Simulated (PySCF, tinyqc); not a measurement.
Worked calculation (part 1 of 2): CCD on RHF in the sto-6g basis, for CH2, spin multiplicity 1. The lowest restricted solution is unstable here: a spin-polarised one lies 0.0301 hartree lower (PySCF). Computed by tinyqc, a small Python program that keeps every step (integrals from PySCF). Settings: charge = 0, multiplicity = 1, basis = sto-6g, method = RHF, energy threshold = 1e-10, iteration cap = 53, orthogonalisation = symmetric, start = Wolfsberg-Helmholz matrix, DIIS depth = 6, amplitude equations = CCD, DIIS depth for amplitudes = 6, cap on updates = 69. Command: `OMP_NUM_THREADS=1 python tinyqc.py 27106 27107 out.jsonl` (the two numbers bound the seeds that draw the settings). One thread of a shared host (Intel(R) Xeon(R) Processor @ 2.60GHz), about 0.2 s of CPU time with the checks. The early iterations of the SCF are left out here.

## One-electron integrals

Geometry (angstrom):
```
atom       x        y       z
C     0.0000   0.0000  0.0000
H     0.0000   1.0070  0.6820
H     0.0000  -0.9820  0.6650
```

Basis sto-6g: exponents (1/bohr^2) and contraction coefficients of normalised primitives:
```
element  l (shell)  exponent  coefficient
C            s (1)  742.7370       0.0092
C            s (1)  136.1800       0.0494
C            s (1)   38.0983       0.1685
C            s (1)   13.0878       0.3706
C            s (1)    5.0824       0.4165
C            s (1)    2.0932       0.1303
C            s (2)   30.4972      -0.0133
C            s (2)    6.0362      -0.0470
C            s (2)    1.8760      -0.0338
C            s (2)    0.7218       0.2502
C            s (2)    0.3135       0.5951
C            s (2)    0.1437       0.2407
C            p (3)   30.4972       0.0038
C            p (3)    6.0362       0.0377
C            p (3)    1.8760       0.1739
C            p (3)    0.7218       0.4180
C            p (3)    0.3135       0.4259
C            p (3)    0.1437       0.1017
H            s (1)   35.5232       0.0092
H            s (1)    6.5131       0.0494
H            s (1)    1.8221       0.1685
H            s (1)    0.6260       0.3706
H            s (1)    0.2431       0.4165
H            s (1)    0.1001       0.1303
```

Overlap, kinetic and nuclear-attraction integrals over the contracted functions; the nuclear repulsion is the sum of Za Zb / Rab.

nuclear repulsion = 5.553821 hartree

overlap S, order 1C 1s, 1C 2s, 1C 2px, 1C 2py, 1C 2pz, 2H 1s, 3H 1s:
$$\begin{pmatrix}
1.0000 & 0.2432 & 0.0000 & 0.0000 & 0.0000 & 0.0484 & 0.0519 \\
0.2432 & 1.0000 & 0.0000 & 0.0000 & 0.0000 & 0.4214 & 0.4377 \\
0.0000 & 0.0000 & 1.0000 & 0.0000 & 0.0000 & 0.0000 & 0.0000 \\
0.0000 & 0.0000 & 0.0000 & 1.0000 & 0.0000 & 0.3490 & -0.3584 \\
0.0000 & 0.0000 & 0.0000 & 0.0000 & 1.0000 & 0.2364 & 0.2427 \\
0.0484 & 0.4214 & 0.0000 & 0.3490 & 0.2364 & 1.0000 & 0.1220 \\
0.0519 & 0.4377 & 0.0000 & -0.3584 & 0.2427 & 0.1220 & 1.0000
\end{pmatrix}$$

kinetic energy T (hartree), order 1C 1s, 1C 2s, 1C 2px, 1C 2py, 1C 2pz, 2H 1s, 3H 1s:
$$\begin{pmatrix}
16.0686 & -0.4928 & 0.0000 & 0.0000 & 0.0000 & -0.0094 & -0.0092 \\
-0.4928 & 0.4924 & 0.0000 & 0.0000 & 0.0000 & 0.0696 & 0.0776 \\
0.0000 & 0.0000 & 1.4792 & 0.0000 & 0.0000 & 0.0000 & 0.0000 \\
0.0000 & 0.0000 & 0.0000 & 1.4792 & 0.0000 & 0.1598 & -0.1724 \\
0.0000 & 0.0000 & 0.0000 & 0.0000 & 1.4792 & 0.1082 & 0.1167 \\
-0.0094 & 0.0696 & 0.0000 & 0.1598 & 0.1082 & 0.7685 & -0.0115 \\
-0.0092 & 0.0776 & 0.0000 & -0.1724 & 0.1167 & -0.0115 & 0.7685
\end{pmatrix}$$

nuclear attraction V (hartree), order 1C 1s, 1C 2s, 1C 2px, 1C 2py, 1C 2pz, 2H 1s, 3H 1s:
$$\begin{pmatrix}
-34.8893 & -3.8328 & 0.0000 & 0.0006 & -0.0165 & -0.8586 & -0.9209 \\
-3.8328 & -6.0264 & 0.0000 & 0.0049 & -0.1676 & -2.1033 & -2.2061 \\
0.0000 & 0.0000 & -5.9562 & 0.0000 & 0.0000 & 0.0000 & 0.0000 \\
0.0006 & 0.0049 & 0.0000 & -6.1002 & 0.0026 & -1.6087 & 1.6724 \\
-0.0165 & -0.1676 & 0.0000 & 0.0026 & -6.0222 & -1.1262 & -1.1701 \\
-0.8586 & -2.1033 & 0.0000 & -1.6087 & -1.1262 & -4.0824 & -0.5460 \\
-0.9209 & -2.2061 & 0.0000 & 1.6724 & -1.1701 & -0.5460 & -4.1436
\end{pmatrix}$$

core Hamiltonian H = T + V (hartree), order 1C 1s, 1C 2s, 1C 2px, 1C 2py, 1C 2pz, 2H 1s, 3H 1s:
$$\begin{pmatrix}
-18.8206 & -4.3256 & 0.0000 & 0.0006 & -0.0165 & -0.8679 & -0.9301 \\
-4.3256 & -5.5340 & 0.0000 & 0.0049 & -0.1676 & -2.0337 & -2.1285 \\
0.0000 & 0.0000 & -4.4770 & 0.0000 & 0.0000 & 0.0000 & 0.0000 \\
0.0006 & 0.0049 & 0.0000 & -4.6209 & 0.0026 & -1.4489 & 1.5000 \\
-0.0165 & -0.1676 & 0.0000 & 0.0026 & -4.5430 & -1.0180 & -1.0533 \\
-0.8679 & -2.0337 & 0.0000 & -1.4489 & -1.0180 & -3.3139 & -0.5575 \\
-0.9301 & -2.1285 & 0.0000 & 1.5000 & -1.0533 & -0.5575 & -3.3751
\end{pmatrix}$$

## Two-electron integrals

Functions are numbered as in S; the eight-fold symmetry (ij|kl) = (ji|kl) = (kl|ij) leaves the list below.

Two-electron integrals (ij|kl) in chemists' order, unique and non-zero (hartree):
```
(11|11) 3.5437      (21|11) 0.5295      (21|21) 0.1003      (22|11) 0.8536
(22|21) 0.1999      (22|22) 0.6248      (31|31) 0.0213      (32|31) 0.0319
(32|32) 0.1381      (33|11) 0.8536      (33|21) 0.1999      (33|22) 0.6248
(33|33) 0.6732      (41|41) 0.0213      (42|41) 0.0319      (42|42) 0.1381
(43|43) 0.0363      (44|11) 0.8536      (44|21) 0.1999      (44|22) 0.6248
(44|33) 0.6007      (44|44) 0.6732      (51|51) 0.0213      (52|51) 0.0319
(52|52) 0.1381      (53|53) 0.0363      (54|54) 0.0363      (55|11) 0.8536
(55|21) 0.1999      (55|22) 0.6248      (55|33) 0.6007      (55|44) 0.6007
(55|55) 0.6732      (61|11) 0.1109      (61|21) 0.0202      (61|22) 0.0397
(61|33) 0.0395      (61|41) 0.0011      (61|42) 0.0021      (61|44) 0.0399
(61|51) 0.0007      (61|52) 0.0014      (61|54) 2.09e-04    (61|55) 0.0397
(61|61) 0.0042      (62|11) 0.2721      (62|21) 0.0647      (62|22) 0.2235
(62|33) 0.2181      (62|41) 0.0055      (62|42) 0.0368      (62|44) 0.2291
(62|51) 0.0037      (62|52) 0.0249      (62|54) 0.0075      (62|55) 0.2232
(62|61) 0.0135      (62|62) 0.1068      (63|31) 0.0068      (63|32) 0.0353
(63|43) 0.0071      (63|53) 0.0048      (63|63) 0.0128      (64|11) 0.1963
(64|21) 0.0473      (64|22) 0.1730      (64|33) 0.1644      (64|41) 0.0103
(64|42) 0.0613      (64|44) 0.1866      (64|51) 0.0023      (64|52) 0.0177
(64|54) 0.0102      (64|55) 0.1680      (64|61) 0.0103      (64|62) 0.0981
(64|64) 0.1012      (65|11) 0.1329      (65|21) 0.0321      (65|22) 0.1172
(65|33) 0.1114      (65|41) 0.0023      (65|42) 0.0177      (65|44) 0.1167
(65|51) 0.0084      (65|52) 0.0472      (65|54) 0.0107      (65|55) 0.1235
(65|61) 0.0070      (65|62) 0.0665      (65|64) 0.0599      (65|65) 0.0534
(66|11) 0.4291      (66|21) 0.1040      (66|22) 0.4082      (66|33) 0.3869
(66|41) 0.0107      (66|42) 0.0974      (66|44) 0.4307      (66|51) 0.0073
(66|52) 0.0660      (66|54) 0.0296      (66|55) 0.4070      (66|61) 0.0220
(66|62) 0.2506      (66|64) 0.2540      (66|65) 0.1720      (66|66) 0.7750
(71|11) 0.1190      (71|21) 0.0217      (71|22) 0.0425      (71|33) 0.0424
(71|41) -0.0012     (71|42) -0.0023     (71|44) 0.0427      (71|51) 0.0008
(71|52) 0.0015      (71|54) -2.24e-04   (71|55) 0.0425      (71|61) 0.0044
(71|62) 0.0135      (71|64) 0.0094      (71|65) 0.0070      (71|66) 0.0217
(71|71) 0.0048      (72|11) 0.2857      (72|21) 0.0679      (72|22) 0.2338
(72|33) 0.2283      (72|41) -0.0057     (72|42) -0.0382     (72|44) 0.2397
(72|51) 0.0039      (72|52) 0.0259      (72|54) -0.0077     (72|55) 0.2335
(72|61) 0.0133      (72|62) 0.0797      (72|64) 0.0529      (72|65) 0.0483
(72|66) 0.1453      (72|71) 0.0152      (72|72) 0.1159      (73|31) 0.0073
(73|32) 0.0372      (73|43) -0.0075     (73|53) 0.0050      (73|63) 0.0090
(73|73) 0.0141      (74|11) -0.2040     (74|21) -0.0492     (74|22) -0.1792
(74|33) -0.1703     (74|41) 0.0108      (74|42) 0.0641      (74|44) -0.1934
(74|51) -0.0024     (74|52) -0.0182     (74|54) 0.0106      (74|55) -0.1740
(74|61) -0.0091     (74|62) -0.0522     (74|64) -0.0268     (74|65) -0.0310
(74|66) -0.0885     (74|71) -0.0115     (74|72) -0.1054     (74|74) 0.1082
(75|11) 0.1381      (75|21) 0.0333      (75|22) 0.1214      (75|33) 0.1153
(75|41) -0.0024     (75|42) -0.0182     (75|44) 0.1208      (75|51) 0.0089
(75|52) 0.0495      (75|54) -0.0112     (75|55) 0.1280      (75|61) 0.0068
(75|62) 0.0479      (75|64) 0.0312      (75|65) 0.0374      (75|66) 0.0925
(75|71) 0.0078      (75|72) 0.0714      (75|74) -0.0638     (75|75) 0.0572
(76|11) 0.0685      (76|21) 0.0164      (76|22) 0.0589      (76|33) 0.0572
(76|41) 1.15e-05    (76|42) 1.16e-04    (76|44) 0.0588      (76|51) 0.0015
(76|52) 0.0110      (76|54) 3.32e-05    (76|55) 0.0606      (76|61) 0.0033
(76|62) 0.0256      (76|64) 0.0205      (76|65) 0.0175      (76|66) 0.0569
(76|71) 0.0036      (76|72) 0.0265      (76|74) -0.0209     (76|75) 0.0180
(76|76) 0.0076      (77|11) 0.4392      (77|21) 0.1064      (77|22) 0.4159
(77|33) 0.3941      (77|41) -0.0112     (77|42) -0.0999     (77|44) 0.4389
(77|51) 0.0076      (77|52) 0.0676      (77|54) -0.0304     (77|55) 0.4146
(77|61) 0.0207      (77|62) 0.1413      (77|64) 0.0873      (77|65) 0.0907
(77|66) 0.2651      (77|71) 0.0242      (77|72) 0.2626      (77|74) -0.2638
(77|75) 0.1787      (77|76) 0.0569      (77|77) 0.7750
```

## Orthogonalisation

S = U s U^T; symmetric (Loewdin) form X = U s^(-1/2) U^T, so that X^T S X = 1.

eigenvalues of S: [0.3424, 0.4360, 0.8712, 1.0000, 1.0993, 1.4427, 1.8084]

X, order 1C 1s, 1C 2s, 1C 2px, 1C 2py, 1C 2pz, 2H 1s, 3H 1s:
$$\begin{pmatrix}
1.0253 & -0.1451 & 0.0000 & 0.0004 & -0.0102 & 0.0218 & 0.0223 \\
-0.1451 & 1.2210 & 0.0000 & -0.0073 & 0.1079 & -0.2764 & -0.2941 \\
0.0000 & 0.0000 & 1.0000 & 0.0000 & 0.0000 & 0.0000 & 0.0000 \\
0.0004 & -0.0073 & 0.0000 & 1.1330 & -0.0035 & -0.2342 & 0.2458 \\
-0.0102 & 0.1079 & 0.0000 & -0.0035 & 1.0589 & -0.1522 & -0.1602 \\
0.0218 & -0.2764 & 0.0000 & -0.2342 & -0.1522 & 1.1845 & -0.0227 \\
0.0223 & -0.2941 & 0.0000 & 0.2458 & -0.1602 & -0.0227 & 1.2020
\end{pmatrix}$$

## Starting guess

The start is the generalised Wolfsberg-Helmholz matrix (K = 1.75) built on H; D = 2 C_occ C_occ^T.

D at the start, order 1C 1s, 1C 2s, 1C 2px, 1C 2py, 1C 2pz, 2H 1s, 3H 1s:
$$\begin{pmatrix}
2.0636 & -0.2435 & 0.0000 & -0.0037 & 0.1311 & -0.1553 & -0.1604 \\
-0.2435 & 1.0929 & 0.0000 & 0.0158 & -0.4709 & 0.3738 & 0.3811 \\
0.0000 & 0.0000 & 0.0000 & 0.0000 & 0.0000 & 0.0000 & 0.0000 \\
-0.0037 & 0.0158 & 0.0000 & 1.1533 & 0.0061 & 0.4171 & -0.4109 \\
0.1311 & -0.4709 & 0.0000 & 0.0061 & 1.7893 & 0.1346 & 0.1372 \\
-0.1553 & 0.3738 & 0.0000 & 0.4171 & 0.1346 & 0.3311 & 0.0409 \\
-0.1604 & 0.3811 & 0.0000 & -0.4109 & 0.1372 & 0.0409 & 0.3455
\end{pmatrix}$$

## Iteration 8 (converged): orbitals

converged F (hartree), order 1C 1s, 1C 2s, 1C 2px, 1C 2py, 1C 2pz, 2H 1s, 3H 1s:
$$\begin{pmatrix}
-11.1498 & -2.8513 & 0.0000 & 0.0004 & -0.0252 & -0.5740 & -0.6148 \\
-2.8513 & -1.3736 & 0.0000 & 0.0055 & -0.0689 & -0.5959 & -0.6220 \\
0.0000 & 0.0000 & 0.2282 & 0.0000 & 0.0000 & 0.0000 & 0.0000 \\
0.0004 & 0.0055 & 0.0000 & -0.1896 & 0.0054 & -0.3413 & 0.3492 \\
-0.0252 & -0.0689 & 0.0000 & 0.0054 & -0.2244 & -0.2616 & -0.2673 \\
-0.5740 & -0.5959 & 0.0000 & -0.3413 & -0.2616 & -0.4005 & -0.1740 \\
-0.6148 & -0.6220 & 0.0000 & 0.3492 & -0.2673 & -0.1740 & -0.4238
\end{pmatrix}$$

Diagonalise F' = X^T F X, C = X C', fill 4 alpha and 4 beta electrons from the bottom; D = 2 C_occ C_occ^T. Each column has its largest component positive (the first on a tie).

F' = X^T F X (hartree):
$$\begin{pmatrix}
-10.9483 & -1.4545 & 0.0000 & 0.0001 & -0.0446 & -0.0713 & -0.0833 \\
-1.4545 & -0.6047 & 0.0000 & -0.0047 & 0.1270 & -0.3752 & -0.3941 \\
0.0000 & 0.0000 & 0.2282 & 0.0000 & 0.0000 & 0.0000 & 0.0000 \\
0.0001 & -0.0047 & 0.0000 & 0.1048 & -0.0002 & -0.3888 & 0.4001 \\
-0.0446 & 0.1270 & 0.0000 & -0.0002 & -0.0940 & -0.2614 & -0.2693 \\
-0.0713 & -0.3752 & 0.0000 & -0.3888 & -0.2614 & -0.0099 & -0.0364 \\
-0.0833 & -0.3941 & 0.0000 & 0.4001 & -0.2693 & -0.0364 & -0.0040
\end{pmatrix}$$

orbital energies (hartree): MO1 -11.1520, MO2 -0.7978, MO3 -0.4918, MO4 -0.2995, MO5 0.2282, MO6 0.5564, MO7 0.6287

coefficients C, order 1C 1s, 1C 2s, 1C 2px, 1C 2py, 1C 2pz, 2H 1s, 3H 1s:
$$\begin{pmatrix}
0.9960 & -0.2103 & -0.0049 & 0.1219 & 0.0000 & 0.1466 & 0.0289 \\
0.0177 & 0.7065 & 0.0237 & -0.5862 & 0.0000 & -0.8984 & -0.1888 \\
0.0000 & 0.0000 & 0.0000 & 0.0000 & 1.0000 & 0.0000 & 0.0000 \\
-0.0002 & -0.0097 & 0.5257 & 0.0027 & 0.0000 & -0.1866 & 1.0430 \\
0.0042 & 0.1438 & -0.0038 & 0.7736 & 0.0000 & -0.7365 & -0.1422 \\
-0.0040 & 0.2567 & 0.4691 & 0.2529 & 0.0000 & 0.9261 & -0.5924 \\
-0.0042 & 0.2757 & -0.4590 & 0.2423 & 0.0000 & 0.6664 & 0.9105
\end{pmatrix}$$

D after iteration 8, order 1C 1s, 1C 2s, 1C 2px, 1C 2py, 1C 2pz, 2H 1s, 3H 1s:
$$\begin{pmatrix}
2.1022 & -0.4050 & 0.0000 & -0.0007 & 0.1365 & -0.0588 & -0.0608 \\
-0.4050 & 1.6874 & 0.0000 & 0.0081 & -0.7037 & 0.0882 & 0.0836 \\
0.0000 & 0.0000 & 0.0000 & 0.0000 & 0.0000 & 0.0000 & 0.0000 \\
-0.0007 & 0.0081 & 0.0000 & 0.5529 & -0.0026 & 0.4896 & -0.4866 \\
0.1365 & -0.7037 & 0.0000 & -0.0026 & 1.2382 & 0.4616 & 0.4575 \\
-0.0588 & 0.0882 & 0.0000 & 0.4896 & 0.4616 & 0.6998 & -0.1665 \\
-0.0608 & 0.0836 & 0.0000 & -0.4866 & 0.4575 & -0.1665 & 0.6908
\end{pmatrix}$$

## Convergence

Stop when the energy changes by less than 1e-10 hartree and every element of the error matrix X^T (F D S - S D F) X is below 3e-06.

Course of the cycle:
```
iteration  E (hartree)     change  largest element of the error matrix
1           -38.542488          -                             3.37e-01
2           -38.722433  -1.80e-01                             7.10e-02
3           -38.733227  -1.08e-02                             2.65e-02
4           -38.734581  -1.35e-03                             3.65e-03
5           -38.734624  -4.28e-05                             6.48e-04
6           -38.734625  -1.19e-06                             1.30e-05
7           -38.734625  -3.20e-10                             4.47e-06
8           -38.734625  -3.31e-11                             1.55e-07
```

PySCF RHF in the same basis = -38.734625 hartree

Converged in 8 iterations.

## Populations, bond orders and dipole

Mulliken: Z minus the diagonal of D S on the atom; Loewdin: the same with S^(1/2) D S^(1/2); Mayer order: 2 sum_s sum (D(s) S)_ij (D(s) S)_ji over the two atoms.

Charges (e):
```
atom  Mulliken  Loewdin
1C     -0.0168   0.0179
2H      0.0062  -0.0104
3H      0.0106  -0.0075
```

Mayer bond orders:
```
pair   order
2-1   0.9878
3-1   0.9877
3-2   0.0122
```

dipole moment about the origin, x y z (debye): [0.0000, -0.0252, 1.5152]

## Integrals over molecular orbitals

(pq|rs) = sum C_ip C_jq C_kr C_ls (ij|kl), one index at a time.

one-electron integrals over orbitals h = C^T H C (hartree):
$$\begin{pmatrix}
-18.8096 & 0.3593 & 0.0085 & -0.1988 & 0.0000 & -0.2503 & -0.0493 \\
0.3593 & -4.5153 & 0.0003 & 0.2312 & 0.0000 & 0.8182 & 0.1709 \\
0.0085 & 0.0003 & -3.9172 & 0.0175 & 0.0000 & 0.1804 & -0.8510 \\
-0.1988 & 0.2312 & 0.0175 & -4.3052 & 0.0000 & 0.4161 & 0.0654 \\
0.0000 & 0.0000 & 0.0000 & 0.0000 & -4.4770 & 0.0000 & 0.0000 \\
-0.2503 & 0.8182 & 0.1804 & 0.4161 & 0.0000 & -3.5363 & 0.0232 \\
-0.0493 & 0.1709 & -0.8510 & 0.0654 & 0.0000 & 0.0232 & -3.6572
\end{pmatrix}$$

Two-electron integrals over orbitals (pq|rs), unique and non-zero (hartree):
```
(11|11) 3.5213      (21|11) -0.2975     (21|21) 0.0409      (22|11) 0.7193
(22|21) -0.0078     (22|22) 0.5404      (31|11) -0.0071     (31|21) 0.0008
(31|22) -0.0008     (31|31) 0.0074      (32|11) 0.0015      (32|21) -4.45e-04
(32|22) -0.0068     (32|31) 0.0123      (32|32) 0.1383      (33|11) 0.5888
(33|21) -0.0021     (33|22) 0.5028      (33|31) 3.80e-04    (33|32) 0.0040
(33|33) 0.5115      (41|11) 0.1741      (41|21) -0.0209     (41|22) 0.0147
(41|31) -0.0006     (41|32) 4.24e-05    (41|33) 0.0060      (41|41) 0.0279
(42|11) -0.1006     (42|21) 0.0079      (42|22) 0.0204      (42|31) 1.25e-04
(42|32) -3.75e-04   (42|33) 0.0217      (42|41) 0.0120      (42|42) 0.0790
(43|11) -0.0060     (43|21) 3.18e-04    (43|22) -0.0017     (43|31) -0.0026
(43|32) 0.0270      (43|33) 0.0010      (43|41) 3.49e-04    (43|42) 0.0023
(43|43) 0.0359      (44|11) 0.7981      (44|21) -0.0128     (44|22) 0.4955
(44|31) -1.24e-04   (44|32) 0.0013      (44|33) 0.4561      (44|41) -0.0112
(44|42) -0.0876     (44|43) -0.0041     (44|44) 0.6492      (51|51) 0.0221
(52|51) 0.0234      (52|52) 0.0908      (53|51) 0.0006      (53|52) 0.0016
(53|53) 0.0191      (54|51) -0.0134     (54|52) -0.0406     (54|53) -0.0012
(54|54) 0.0513      (55|11) 0.8533      (55|21) -0.0089     (55|22) 0.5426
(55|31) -1.93e-04   (55|32) 4.77e-04    (55|33) 0.4730      (55|41) 0.0046
(55|42) -0.0515     (55|43) -0.0033     (55|44) 0.5754      (55|55) 0.6732
(61|11) 0.2171      (61|21) -0.0323     (61|22) -2.51e-04   (61|31) -0.0029
(61|32) -0.0032     (61|33) -0.0014     (61|41) 0.0058      (61|42) -0.0154
(61|43) 3.21e-04    (61|44) 0.0195      (61|55) 0.0055      (61|61) 0.0330
(62|11) -0.2449     (62|21) 0.0057      (62|22) -0.0849     (62|31) -0.0015
(62|32) -0.0034     (62|33) -0.0281     (62|41) -0.0149     (62|42) 0.0011
(62|43) 0.0063      (62|44) -0.0692     (62|55) -0.1234     (62|61) 0.0035
(62|62) 0.0953      (63|11) -0.0517     (63|21) 0.0011      (63|22) -0.0165
(63|31) -0.0016     (63|32) 0.0644      (63|33) -0.0036     (63|41) -2.08e-04
(63|42) 0.0111      (63|43) 0.0332      (63|44) -0.0230     (63|55) -0.0271
(63|61) -0.0006     (63|62) 0.0219      (63|63) 0.0857      (64|11) -0.1147
(64|21) -7.89e-05   (64|22) -0.0363     (64|31) 0.0015      (64|32) 0.0134
(64|33) -0.0027     (64|41) -0.0016     (64|42) 0.0169      (64|43) 0.0009
(64|44) -0.0684     (64|55) -0.0585     (64|61) 0.0009      (64|62) 0.0483
(64|63) 0.0184      (64|64) 0.0414      (65|51) -0.0153     (65|52) -0.0527
(65|53) -0.0045     (65|54) 0.0114      (65|65) 0.0407      (66|11) 0.6903
(66|21) -0.0062     (66|22) 0.5247      (66|31) 0.0027      (66|32) 0.0378
(66|33) 0.5047      (66|41) 0.0208      (66|42) 0.0512      (66|43) 0.0152
(66|44) 0.4542      (66|55) 0.4974      (66|61) -0.0072     (66|62) -0.0626
(66|63) 0.0229      (66|64) -0.0155     (66|66) 0.5742      (71|11) 0.0431
(71|21) -0.0067     (71|22) -0.0008     (71|31) 0.0121      (71|32) 0.0186
(71|33) 0.0005      (71|41) 0.0013      (71|42) -0.0028     (71|43) -0.0046
(71|44) 0.0037      (71|55) 0.0011      (71|61) 0.0026      (71|62) -0.0021
(71|63) -0.0026     (71|64) 0.0027      (71|66) 0.0034      (71|71) 0.0216
(72|11) -0.0518     (72|21) 0.0011      (72|22) -0.0167     (72|31) 0.0089
(72|32) 0.0024      (72|33) -0.0050     (72|41) -0.0027     (72|42) 0.0024
(72|43) -0.0328     (72|44) -0.0160     (72|55) -0.0257     (72|61) -0.0022
(72|62) 0.0098      (72|63) -0.0418     (72|64) 0.0112      (72|66) -0.0200
(72|71) 0.0139      (72|72) 0.0575      (73|11) 0.2475      (73|21) -0.0055
(73|22) 0.0575      (73|31) -1.21e-04   (73|32) 0.0135      (73|33) 0.0250
(73|41) -0.0007     (73|42) -0.0605     (73|43) 0.0025      (73|44) 0.1175
(73|55) 0.1263      (73|61) 0.0060      (73|62) -0.0706     (73|63) -0.0091
(73|64) -0.0468     (73|66) 0.0132      (73|71) 0.0011      (73|72) -0.0230
(73|73) 0.1189      (74|11) -0.0182     (74|21) 7.97e-05    (74|22) -0.0026
(74|31) -0.0084     (74|32) -0.0713     (74|33) -0.0033     (74|41) -4.07e-04
(74|42) 0.0017      (74|43) 0.0046      (74|44) -0.0110     (74|55) -0.0090
(74|61) 0.0029      (74|62) 0.0110      (74|63) -0.0382     (74|64) -0.0052
(74|66) -0.0221     (74|71) -0.0134     (74|72) -0.0069     (74|73) -0.0157
(74|74) 0.0628      (75|51) -0.0030     (75|52) -0.0107     (75|53) 0.0178
(75|54) 0.0025      (75|65) 0.0037      (75|75) 0.0231      (76|11) -0.0055
(76|21) 4.69e-04    (76|22) 0.0084      (76|31) -0.0077     (76|32) -0.1008
(76|33) -0.0042     (76|41) 0.0032      (76|42) 0.0119      (76|43) -0.0368
(76|44) -0.0113     (76|55) -0.0028     (76|61) -1.22e-04   (76|62) -0.0060
(76|63) -0.0672     (76|64) -0.0105     (76|66) -0.0268     (76|71) -0.0121
(76|72) 0.0217      (76|73) -0.0226     (76|74) 0.0483      (76|76) 0.0994
(77|11) 0.7358      (77|21) -0.0082     (77|22) 0.5145      (77|31) -0.0033
(77|32) -0.0403     (77|33) 0.5090      (77|41) 0.0045      (77|42) -0.0110
(77|43) -0.0153     (77|44) 0.5140      (77|55) 0.5206      (77|61) 0.0065
(77|62) -0.0467     (77|63) -0.0400     (77|64) -0.0212     (77|66) 0.4977
(77|71) -0.0036     (77|72) -0.0013     (77|73) 0.0569      (77|74) 0.0168
(77|76) 0.0317      (77|77) 0.5624
```
